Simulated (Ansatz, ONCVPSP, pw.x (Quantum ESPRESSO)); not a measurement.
What a changed setting does to a pw.x run (fcc Nb)

Potential: optimised norm-conserving Vanderbilt (ONCV), ONCVPSP 4.0.1.1 (patched build), LDA (Perdew-Wang 92); core [Ar] 3d10 4s2, reference 4p6 4d4 5s1; waves: 5s: rc 3.20 bohr, ncon 4, nbas 7, qcut 2.2 1/bohr, 3 projectors, debl 2.7 Ha; 4p: rc 2.10 bohr, ncon 4, nbas 8, qcut 5.5 1/bohr, 2 projectors, debl 1.1 Ha; 4d: rc 1.90 bohr, ncon 4, nbas 9, qcut 5.7 1/bohr, 2 projectors, debl 0.5 Ha; local part: polynomial inside 1.30 bohr (lpopt 5, dvloc0 1 Ha); core correction: polynomial model core, fcfact 0.6. In the p channel the program set the typed energies aside and used -1.272, 0.250 Ha.

The reference run (k-mesh 14³, cutoffs 60/240 Ry, Fermi–Dirac 0.01 Ry, mixing_beta 0.4, conv_thr 1e-9, no spin) gives 0.26 GPa at 17.697 Å³/atom, where all-electron LAPW gives 0.54 GPa. This run, with its own iteration cap, changes startingwfc to atomic.

```
&control
  calculation='scf', prefix='x', pseudo_dir='./', outdir='./tmp', tstress=.true., disk_io='none'
/
&system
  ibrav=0, nat=1, ntyp=1, ecutwfc=60, ecutrho=240, nbnd=13,
  occupations='smearing', smearing='fd', degauss=0.01
/
&electrons
  conv_thr=1e-09, mixing_beta=0.4, electron_maxstep=50, startingwfc='atomic'
/
ATOMIC_SPECIES
Nb 1.0 Nb.UPF
CELL_PARAMETERS angstrom
  0.00000000 2.06834613 2.06834613
  2.06834613 0.00000000 2.06834613
  2.06834613 2.06834613 0.00000000
ATOMIC_POSITIONS crystal
Nb 0.0000 0.0000 0.0000
K_POINTS automatic
14 14 14 0 0 0
```

```bash
pw.x < Nb.scf.in > Nb.scf.out
```

Problem. How does the run end?

Solution. It converges in 9 iterations; the free energy moves by +0.0 meV/atom and the pressure by +0.00 GPa. The result is that of the reference run.

```
Message from routine setup:
     using ibrav=0 with symmetry is DISCOURAGED, use correct ibrav instead
     lattice parameter (alat)  =       5.5276  a.u.
     unit-cell volume          =     119.4253 (a.u.)^3
     number of electrons       =        11.00
     number of Kohn-Sham states=           13
     kinetic-energy cutoff     =      60.0000  Ry
     charge density cutoff     =     240.0000  Ry
     scf convergence threshold =      1.0E-09
     Exchange-correlation= SLA  PW   NOGX NOGC
     number of k points=   104  Fermi-Dirac smearing, width (Ry)=  0.0100
     iteration #  1     ecut=    60.00 Ry     beta= 0.40
     total energy              =     -90.90981124 Ry
     estimated scf accuracy    <       0.08792417 Ry
     iteration #  2     ecut=    60.00 Ry     beta= 0.40
     total energy              =     -90.91170522 Ry
     estimated scf accuracy    <       0.01048791 Ry
     iteration #  3     ecut=    60.00 Ry     beta= 0.40
     total energy              =     -90.91322386 Ry
     estimated scf accuracy    <       0.00045128 Ry
     [... 3 iterations left out ...]
     iteration #  7     ecut=    60.00 Ry     beta= 0.40
     total energy              =     -90.91329605 Ry
     estimated scf accuracy    <          8.0E-09 Ry
     iteration #  8     ecut=    60.00 Ry     beta= 0.40
     total energy              =     -90.91329605 Ry
     estimated scf accuracy    <          1.0E-09 Ry
     iteration #  9     ecut=    60.00 Ry     beta= 0.40
     the Fermi energy is    16.9465 ev
!    total energy              =     -90.91329605 Ry
     estimated scf accuracy    <          1.1E-10 Ry
     smearing contrib. (-TS)   =      -0.00652583 Ry
     The total energy is F=E-TS. E is the sum of the following terms:
     one-electron contribution =      -1.38898419 Ry
     hartree contribution      =       8.28143288 Ry
     xc contribution           =     -26.83170935 Ry
     ewald contribution        =     -70.96750957 Ry
     convergence has been achieved in   9 iterations
          total   stress  (Ry/bohr**3)                   (kbar)     P=        2.63
     Message from routine punch:
     Nothing written, as per user request (disk_io='none')
```

The run took about 12 s on one core of a shared host (Intel(R) Xeon(R) 6975P-C, 192 threads, 378 GiB, load 91).
